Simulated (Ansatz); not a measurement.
Basis sets compared for MgMeCl (CH₃ClMg). The state is a singlet with charge 0. Geometry r2SCAN-D4/def2-TZVP. Ansatz on 4 threads of Intel Xeon on a shared host; times are rough, and most runs start from earlier orbitals.

Cartesian coordinates in Å:
```
Mg 0.9245 -0.1674 0.7718
C -0.6393 0.1099 -0.5532
H -0.4779 -0.4171 -1.4979
H -0.7801 1.1681 -0.7942
H -1.5849 -0.2537 -0.1390
Cl 2.5577 -0.4398 2.2125
```

Binding counts from free atoms (Mg singlet, C triplet, H doublet, Cl doublet) in the same basis, without a counterpoise term.

| level | functions | energy (Eh) | HOMO (eV) | LUMO (eV) | binding per atom (eV) | wall time |
| --- | --- | --- | --- | --- | --- | --- |
| HF/STO-3G | 26 | -690.9682 | -8.22 | 8.99 | 3.72 | 0.25 s |
| HF/6-31G | 41 | -698.7320 | -10.52 | 1.18 | 2.36 | 0.5 s |
| HF/def2-TZVP | 118 | -698.8238 | -10.41 | 1.01 | 2.49 | 1.1 s |
| PBE-D4/def2-SVP | 65 | -699.6414 | -6.39 | -1.61 | 3.29 | 0.86 s |
| PBE-D4/def2-TZVP (with forces) | 118 | -699.9172 | -6.43 | -1.75 | 3.27 | 1.6 s |
| r2SCAN-D4/def2-TZVP | 118 | -700.2063 | -6.61 | -1.30 | 3.28 | 2.3 s |
| PBE0-D4/def2-SVP | 65 | -699.7094 | -7.61 | -0.95 | 3.26 | 1.2 s |
| PBE0-D4/def2-TZVP | 118 | -699.9817 | -7.61 | -1.07 | 3.24 | 2.2 s |

Task: Estimate the rows for PBE-D4/def2-TZVPD, r2SCAN-D4/def2-TZVPD, PBE0-D4/def2-TZVPD.

Result: 
```json
{"level": "PBE-D4/def2-TZVPD", "functions": "145", "energy (Eh)": "-699.9184", "HOMO (eV)": "-6.45", "LUMO (eV)": "-1.79", "binding per atom (eV)": "3.27", "wall time": "1.8 s"}
{"level": "r2SCAN-D4/def2-TZVPD", "functions": "145", "energy (Eh)": "-700.2072", "HOMO (eV)": "-6.61", "LUMO (eV)": "-1.31", "binding per atom (eV)": "3.28", "wall time": "2.9 s"}
{"level": "PBE0-D4/def2-TZVPD", "functions": "145", "energy (Eh)": "-699.9827", "HOMO (eV)": "-7.62", "LUMO (eV)": "-1.11", "binding per atom (eV)": "3.24", "wall time": "2.4 s"}
```
